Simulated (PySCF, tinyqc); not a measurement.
Inside a calculation. Method: G0W0 on RHF in the sto-6g basis, for CH+, spin multiplicity 1. The lowest restricted solution is unstable here: a spin-polarised one lies 0.0159 hartree lower (PySCF). Computed by tinyqc, a small Python program that keeps every step (integrals from PySCF). Settings: charge = 1, multiplicity = 1, basis = sto-6g, method = RHF, energy threshold = 1e-10, iteration cap = 72, orthogonalisation = canonical, start = core, DIIS depth = 6. Command: `OMP_NUM_THREADS=1 python tinyqc.py 26137 26138 out.jsonl` (the two numbers bound the seeds that draw the settings). One thread of a shared host (Intel(R) Xeon(R) Processor @ 2.60GHz), about 0.1 s of CPU time with the checks. The early iterations of the SCF are left out here.

## One-electron integrals

Geometry (angstrom):
```
atom,x,y,z
C,0.000000,0.000000,0.000000
H,0.000000,0.000000,0.961000
```

Basis sto-6g: exponents (1/bohr^2) and contraction coefficients of normalised primitives:
```
element,l (shell),exponent,coefficient
C,s (1),742.737049,0.009164
C,s (1),136.180025,0.049361
C,s (1),38.098264,0.168538
C,s (1),13.087782,0.370563
C,s (1),5.082369,0.416492
C,s (1),2.093200,0.130334
C,s (2),30.497239,-0.013253
C,s (2),6.036200,-0.046992
C,s (2),1.876046,-0.033785
C,s (2),0.721783,0.250242
C,s (2),0.313471,0.595117
C,s (2),0.143687,0.240706
C,p (3),30.497239,0.003760
C,p (3),6.036200,0.037679
C,p (3),1.876046,0.173897
C,p (3),0.721783,0.418036
C,p (3),0.313471,0.425860
C,p (3),0.143687,0.101708
H,s (1),35.523221,0.009164
H,s (1),6.513144,0.049361
H,s (1),1.822143,0.168538
H,s (1),0.625955,0.370563
H,s (1),0.243077,0.416492
H,s (1),0.100112,0.130334
```

Overlap, kinetic and nuclear-attraction integrals over the contracted functions; the nuclear repulsion is the sum of Za Zb / Rab.

nuclear repulsion = 3.30391599 hartree

overlap S:
```
,1C 1s,1C 2s,1C 2px,1C 2py,1C 2pz,2H 1s
1C 1s,1.000000,0.243228,0.000000,0.000000,0.000000,0.086349
1C 2s,0.243228,1.000000,0.000000,0.000000,0.000000,0.567603
1C 2px,0.000000,0.000000,1.000000,0.000000,0.000000,0.000000
1C 2py,0.000000,0.000000,0.000000,1.000000,0.000000,0.000000
1C 2pz,0.000000,0.000000,0.000000,0.000000,1.000000,0.506419
2H 1s,0.086349,0.567603,0.000000,0.000000,0.506419,1.000000
```

kinetic energy T (hartree):
```
,1C 1s,1C 2s,1C 2px,1C 2py,1C 2pz,2H 1s
1C 1s,16.068641,-0.492789,0.000000,0.000000,0.000000,-0.001574
1C 2s,-0.492789,0.492405,0.000000,0.000000,0.000000,0.154332
1C 2px,0.000000,0.000000,1.479234,0.000000,0.000000,0.000000
1C 2py,0.000000,0.000000,0.000000,1.479234,0.000000,0.000000
1C 2pz,0.000000,0.000000,0.000000,0.000000,1.479234,0.342107
2H 1s,-0.001574,0.154332,0.000000,0.000000,0.342107,0.768522
```

nuclear attraction V (hartree):
```
,1C 1s,1C 2s,1C 2px,1C 2py,1C 2pz,2H 1s
1C 1s,-34.558614,-3.752355,0.000000,0.000000,-0.022992,-1.521209
1C 2s,-3.752355,-5.683555,0.000000,0.000000,-0.204501,-2.914673
1C 2px,0.000000,0.000000,-5.630947,0.000000,0.000000,0.000000
1C 2py,0.000000,0.000000,0.000000,-5.630947,0.000000,0.000000
1C 2pz,-0.022992,-0.204501,0.000000,0.000000,-5.788109,-2.492972
2H 1s,-1.521209,-2.914673,0.000000,0.000000,-2.492972,-4.424595
```

core Hamiltonian H = T + V (hartree):
```
,1C 1s,1C 2s,1C 2px,1C 2py,1C 2pz,2H 1s
1C 1s,-18.489974,-4.245144,0.000000,0.000000,-0.022992,-1.522784
1C 2s,-4.245144,-5.191150,0.000000,0.000000,-0.204501,-2.760342
1C 2px,0.000000,0.000000,-4.151712,0.000000,0.000000,0.000000
1C 2py,0.000000,0.000000,0.000000,-4.151712,0.000000,0.000000
1C 2pz,-0.022992,-0.204501,0.000000,0.000000,-4.308875,-2.150865
2H 1s,-1.522784,-2.760342,0.000000,0.000000,-2.150865,-3.656073
```

## Two-electron integrals

Functions are numbered as in S; the eight-fold symmetry (ij|kl) = (ji|kl) = (kl|ij) leaves the list below.

Two-electron integrals (ij|kl) in chemists' order, unique and non-zero (hartree):
```
i,j,k,l,(ij|kl)
1,1,1,1,3.543743
2,1,1,1,0.529462
2,1,2,1,0.100317
2,2,1,1,0.853596
2,2,2,1,0.199930
2,2,2,2,0.624844
3,1,3,1,0.021271
3,2,3,1,0.031868
3,2,3,2,0.138108
3,3,1,1,0.853598
3,3,2,1,0.199930
3,3,2,2,0.624843
3,3,3,3,0.673218
4,1,4,1,0.021271
4,2,4,1,0.031868
4,2,4,2,0.138108
4,3,4,3,0.036281
4,4,1,1,0.853598
4,4,2,1,0.199930
4,4,2,2,0.624843
4,4,3,3,0.600655
4,4,4,4,0.673218
5,1,5,1,0.021271
5,2,5,1,0.031868
5,2,5,2,0.138108
5,3,5,3,0.036281
5,4,5,4,0.036281
5,5,1,1,0.853598
5,5,2,1,0.199930
5,5,2,2,0.624843
5,5,3,3,0.600655
5,5,4,4,0.600655
5,5,5,5,0.673218
6,1,1,1,0.199617
6,1,2,1,0.036325
6,1,2,2,0.070938
6,1,3,3,0.070667
6,1,4,4,0.070667
6,1,5,1,0.002359
6,1,5,2,0.004503
6,1,5,5,0.071480
6,1,6,1,0.013528
6,2,1,1,0.403646
6,2,2,1,0.095542
6,2,2,2,0.320260
6,2,3,3,0.313447
6,2,4,4,0.313447
6,2,5,1,0.009570
6,2,5,2,0.059149
6,2,5,5,0.333883
6,2,6,1,0.035470
6,2,6,2,0.202656
6,3,3,1,0.011173
6,3,3,2,0.054294
6,3,5,3,0.012077
6,3,6,3,0.027445
6,4,4,1,0.011173
6,4,4,2,0.054294
6,4,5,4,0.012077
6,4,6,4,0.027445
6,5,1,1,0.316672
6,5,2,1,0.076130
6,5,2,2,0.270296
6,5,3,3,0.256621
6,5,4,4,0.256621
6,5,5,1,0.017955
6,5,5,2,0.101328
6,5,5,5,0.297646
6,5,6,1,0.029904
6,5,6,2,0.203901
6,5,6,5,0.229029
6,6,1,1,0.529472
6,6,2,1,0.127710
6,6,2,2,0.477573
6,6,3,3,0.452610
6,6,4,4,0.452610
6,6,5,1,0.018079
6,6,5,2,0.140766
6,6,5,5,0.527499
6,6,6,1,0.048524
6,6,6,2,0.362114
6,6,6,5,0.405535
6,6,6,6,0.774999
```

## Orthogonalisation

S = U s U^T; canonical form X = U s^(-1/2), so that X^T S X = 1. Each column of U has its largest component positive (the first on a tie).

eigenvalues of S: 0.232940  0.822132  1.000000  1.000000  1.137773  1.807155

X:
```
,1,2,3,4,5,6
1C 1s,0.195565,0.803753,0.000000,0.000000,0.595381,0.177073
1C 2s,-1.128318,-0.523763,0.000000,0.000000,0.393877,0.408386
1C 2px,0.000000,0.000000,0.750572,-0.660789,0.000000,0.000000
1C 2py,0.000000,0.000000,0.660789,0.750572,0.000000,0.000000
1C 2pz,-0.951365,0.513321,0.000000,0.000000,-0.586382,0.316757
2H 1s,1.441008,-0.180292,0.000000,0.000000,-0.159527,0.504863
```

Within a degenerate level the vectors are fixed only up to a rotation; this is one choice.

## Iteration 6 (converged): orbitals

converged F (hartree):
```
,1C 1s,1C 2s,1C 2px,1C 2py,1C 2pz,2H 1s
1C 1s,-11.883190,-3.013277,0.000000,0.000000,-0.026045,-1.078818
1C 2s,-3.013277,-1.903430,0.000000,0.000000,-0.142571,-1.124136
1C 2px,0.000000,0.000000,-0.317632,0.000000,0.000000,0.000000
1C 2py,0.000000,0.000000,0.000000,-0.317632,0.000000,0.000000
1C 2pz,-0.026045,-0.142571,0.000000,0.000000,-0.881894,-0.773782
2H 1s,-1.078818,-1.124136,0.000000,0.000000,-0.773782,-1.088940
```

Diagonalise F' = X^T F X, C = X C', fill 3 alpha and 3 beta electrons from the bottom; D = 2 C_occ C_occ^T. Each column has its largest component positive (the first on a tie).

F' = X^T F X (hartree):
```
,1,2,3,4,5,6
1,0.265346,-0.505755,0.000000,0.000000,-0.206268,0.025111
2,-0.505755,-5.630908,0.000000,0.000000,-4.920757,-2.232880
3,0.000000,0.000000,-0.317632,0.000000,0.000000,0.000000
4,0.000000,0.000000,0.000000,-0.317632,0.000000,0.000000
5,-0.206268,-4.920757,0.000000,0.000000,-5.966371,-2.412075
6,0.025111,-2.232880,0.000000,0.000000,-2.412075,-2.435619
```

orbital energies (hartree): MO1 -11.884941, MO2 -1.332568, MO3 -0.892217, MO4 -0.317632, MO5 -0.317632, MO6 0.342174

coefficients C:
```
,MO1,MO2,MO3,MO4,MO5,MO6
1C 1s,0.996627,-0.208625,-0.146095,0.000000,0.000000,0.109379
1C 2s,0.015632,0.694699,0.694394,0.000000,0.000000,-0.950955
1C 2px,0.000000,0.000000,0.000000,0.766171,0.642637,0.000000
1C 2py,0.000000,0.000000,0.000000,-0.642637,0.766171,0.000000
1C 2pz,0.005373,0.281892,-0.683651,0.000000,0.000000,-1.032425
2H 1s,-0.005897,0.337874,-0.317609,0.000000,0.000000,1.474543
```

D after iteration 6:
```
,1C 1s,1C 2s,1C 2px,1C 2py,1C 2pz,2H 1s
1C 1s,2.116267,-0.461600,0.000000,0.000000,0.092847,-0.059931
1C 2s,-0.461600,1.930068,0.000000,0.000000,-0.557619,0.028166
1C 2px,0.000000,0.000000,0.000000,0.000000,0.000000,0.000000
1C 2py,0.000000,0.000000,0.000000,0.000000,0.000000,0.000000
1C 2pz,0.092847,-0.557619,0.000000,0.000000,1.093740,0.624691
2H 1s,-0.059931,0.028166,0.000000,0.000000,0.624691,0.430138
```

Within a degenerate level the vectors are fixed only up to a rotation; this is one choice.

## Convergence

Stop when the energy changes by less than 1e-10 hartree and every element of the error matrix X^T (F D S - S D F) X is below 3e-06.

Course of the cycle:
```
iteration,E (hartree),change,largest element of the error matrix
1,-37.26275799,-,8.42e-01
2,-37.76945230,-5.07e-01,1.71e-01
3,-37.78164545,-1.22e-02,3.58e-03
4,-37.78166111,-1.57e-05,9.48e-04
5,-37.78166173,-6.22e-07,1.52e-05
6,-37.78166173,-7.75e-11,2.75e-07
```

PySCF RHF in the same basis = -37.78166173 hartree

Converged in 6 iterations.

## Integrals over molecular orbitals

(pq|rs) = sum C_ip C_jq C_kr C_ls (ij|kl), one index at a time.

one-electron integrals over orbitals h = C^T H C (hartree):
```
,1,2,3,4,5,6
1,-18.480974,0.337197,0.234473,0.000000,0.000000,-0.184765
2,0.337197,-4.407551,-0.119338,0.000000,0.000000,0.642667
3,0.234473,-0.119338,-4.087328,0.000000,0.000000,-0.322136
4,0.000000,0.000000,0.000000,-4.151712,0.000000,0.000000
5,0.000000,0.000000,0.000000,0.000000,-4.151712,0.000000
6,-0.184765,0.642667,-0.322136,0.000000,0.000000,-3.172252
```

Two-electron integrals over orbitals (pq|rs), unique and non-zero (hartree):
```
p,q,r,s,(pq|rs)
1,1,1,1,3.524670
2,1,1,1,-0.293114
2,1,2,1,0.041504
2,2,1,1,0.762531
2,2,2,1,-0.002938
2,2,2,2,0.654071
3,1,1,1,-0.208803
3,1,2,1,0.023095
3,1,2,2,-0.022270
3,1,3,1,0.031579
3,2,1,1,0.075257
3,2,2,1,-0.009950
3,2,2,2,-0.065864
3,2,3,1,0.007790
3,2,3,2,0.070396
3,3,1,1,0.809691
3,3,2,1,-0.016677
3,3,2,2,0.503875
3,3,3,1,0.008921
3,3,3,2,0.057783
3,3,3,3,0.669954
4,1,4,1,0.022014
4,2,4,1,0.022879
4,2,4,2,0.090570
4,3,4,1,0.016311
4,3,4,2,0.046559
4,3,4,3,0.062640
4,4,1,1,0.853359
4,4,2,1,-0.008623
4,4,2,2,0.566219
4,4,3,1,-0.005507
4,4,3,2,0.037180
4,4,3,3,0.585074
4,4,4,4,0.673218
5,1,5,1,0.022014
5,2,5,1,0.022879
5,2,5,2,0.090570
5,3,5,1,0.016311
5,3,5,2,0.046559
5,3,5,3,0.062640
5,4,5,4,0.036281
5,5,1,1,0.853359
5,5,2,1,-0.008623
5,5,2,2,0.566219
5,5,3,1,-0.005507
5,5,3,2,0.037180
5,5,3,3,0.585074
5,5,4,4,0.600655
5,5,5,5,0.673218
6,1,1,1,0.171655
6,1,2,1,-0.029634
6,1,2,2,-0.010802
6,1,3,1,-0.003312
6,1,3,2,0.014445
6,1,3,3,0.022743
6,1,4,4,0.003735
6,1,5,5,0.003735
6,1,6,1,0.030629
6,2,1,1,-0.233073
6,2,2,1,0.004386
6,2,2,2,-0.049626
6,2,3,1,0.012575
6,2,3,2,-0.035872
6,2,3,3,-0.051353
6,2,4,4,-0.108330
6,2,5,5,-0.108330
6,2,6,1,0.004381
6,2,6,2,0.114385
6,3,1,1,0.117780
6,3,2,1,-0.004310
6,3,2,2,-0.022150
6,3,3,1,0.006386
6,3,3,2,0.053821
6,3,3,3,0.091692
6,3,4,4,0.052088
6,3,5,5,0.052088
6,3,6,1,0.008304
6,3,6,2,-0.057151
6,3,6,3,0.076568
6,4,4,1,-0.012185
6,4,4,2,-0.043910
6,4,4,3,-0.010953
6,4,6,4,0.031429
6,5,5,1,-0.012185
6,5,5,2,-0.043910
6,5,5,3,-0.010953
6,5,6,5,0.031429
6,6,1,1,0.733317
6,6,2,1,-0.003603
6,6,2,2,0.632300
6,6,3,1,-0.019169
6,6,3,2,-0.082158
6,6,3,3,0.502387
6,6,4,4,0.520426
6,6,5,5,0.520426
6,6,6,1,-0.008532
6,6,6,2,0.016472
6,6,6,3,-0.050705
6,6,6,6,0.690885
```

## Screening: direct RPA

With D = e_a - e_i and K = (ia|jb): diagonalise D^(1/2) (D + 4K) D^(1/2) = Z w^2 Z^T; X + Y = D^(1/2) Z w^(-1/2), each column of Z with its largest component positive (the first on a tie); E_c = (sum w - tr (D + 2K)) / 2.

D^(1/2) (D + 4K) D^(1/2) (hartree^2):
```
,1>4,1>5,1>6,2>4,2>5,2>6,3>4,3>5,3>6
1>4,134.821229,0.000000,0.000000,0.313575,0.000000,0.000000,0.168199,0.000000,0.000000
1>5,0.000000,134.821229,0.000000,0.000000,0.313575,0.000000,0.000000,0.168199,0.000000
1>6,0.000000,0.000000,151.000346,0.000000,0.000000,0.079307,0.000000,0.000000,0.129046
2>4,0.313575,0.000000,0.000000,1.397786,0.000000,0.000000,0.142221,0.000000,0.000000
2>5,0.000000,0.313575,0.000000,0.000000,1.397786,0.000000,0.000000,0.142221,0.000000
2>6,0.000000,0.000000,0.079307,0.000000,0.000000,3.571024,0.000000,0.000000,-0.328686
3>4,0.168199,0.000000,0.000000,0.142221,0.000000,0.000000,0.474116,0.000000,0.000000
3>5,0.000000,0.168199,0.000000,0.000000,0.142221,0.000000,0.000000,0.474116,0.000000
3>6,0.000000,0.000000,0.129046,0.000000,0.000000,-0.328686,0.000000,0.000000,1.901779
```

excitation energies w (hartree): 0.672761  0.672761  1.190943  1.190943  1.356191  1.906146  11.611295  11.611295  12.288226

X + Y:
```
,1,2,3,4,5,6,7,8,9
1>4,-0.003696,0.000000,0.000009,-0.007828,0.000000,0.000000,0.998101,0.000000,0.000000
1>5,0.000000,-0.003696,-0.007828,-0.000009,0.000000,0.000000,0.000000,0.998101,0.000000
1>6,0.000000,0.000000,0.000000,0.000000,-0.002850,-0.000925,0.000000,0.000000,0.997510
2>4,-0.182403,-0.000024,-0.001065,0.912914,0.000000,0.000000,0.000695,0.000000,0.000000
2>5,0.000024,-0.182403,0.912914,0.001065,0.000000,0.000000,0.000000,0.000695,0.000000
2>6,0.000000,0.000000,0.000000,0.000000,0.207261,0.920890,0.000000,0.000000,0.000198
3>4,0.913911,0.000119,-0.000120,0.103149,0.000000,0.000000,0.000279,0.000000,0.000000
3>5,-0.000119,0.913911,0.103149,0.000120,0.000000,0.000000,0.000000,0.000279,0.000000
3>6,0.000000,0.000000,0.000000,0.000000,0.937297,-0.150091,0.000000,0.000000,0.000274
```

RPA correlation energy = -0.04670303 hartree

Within a degenerate level the vectors are fixed only up to a rotation; this is one choice.

## G0W0 on Hartree-Fock: HOMO

W(p,q,m) = sqrt2 sum_ia (pq|ia) (X+Y)_ia,m; Sigma_c(x) = sum_(i,m) W^2/(x - e_i + w_m) + sum_(a,m) W^2/(x - e_a - w_m); solve x = e_p + Sigma_c(x) by Newton steps; Z = 1/(1 - dSigma/dx); 1 hartree = 27.211386 eV.

The 12 largest terms at x = e_p (hartree; W for the signs of X + Y given):
```
q,m,W,term
3,5,0.106398,0.008347
3,6,-0.086372,0.003914
4,1,0.068864,-0.003802
5,2,0.068864,-0.003802
6,5,0.084708,-0.002770
5,3,0.069068,-0.002702
4,4,0.069068,-0.002702
6,6,-0.090692,-0.002619
2,5,0.060769,0.002056
2,6,-0.058161,0.001442
3,9,0.032105,0.000084
4,7,0.023093,-0.000044
```

Newton steps (hartree):
```
step,x,Sigma_c(x),Z
0,-0.892217,-0.002589,0.979388
1,-0.894753,-0.002536,0.979391
2,-0.894753,-0.002536,0.979391
```

quasiparticle energy of the HOMO = -24.347460 eV

Hartree-Fock value = -24.278455 eV

## G0W0 on Hartree-Fock: LUMO

As before.

The 12 largest terms at x = e_p (hartree; W for the signs of X + Y given):
```
q,m,W,term
4,6,-0.152143,-0.012144
2,4,0.123469,0.006911
3,1,0.068864,0.003802
3,4,0.069068,0.002702
6,4,-0.058153,-0.001827
4,5,0.037277,-0.001025
2,1,0.036694,0.000798
2,7,0.032402,0.000083
1,4,0.031674,0.000079
3,7,0.023093,0.000044
1,7,0.031103,0.000042
6,7,-0.017246,-0.000024
```

Newton steps (hartree):
```
step,x,Sigma_c(x),Z
0,-0.317632,-0.000549,0.983938
1,-0.318172,-0.000540,0.983938
2,-0.318172,-0.000540,0.983938
```

quasiparticle energy of the LUMO = -8.657906 eV

Hartree-Fock value = -8.643199 eV
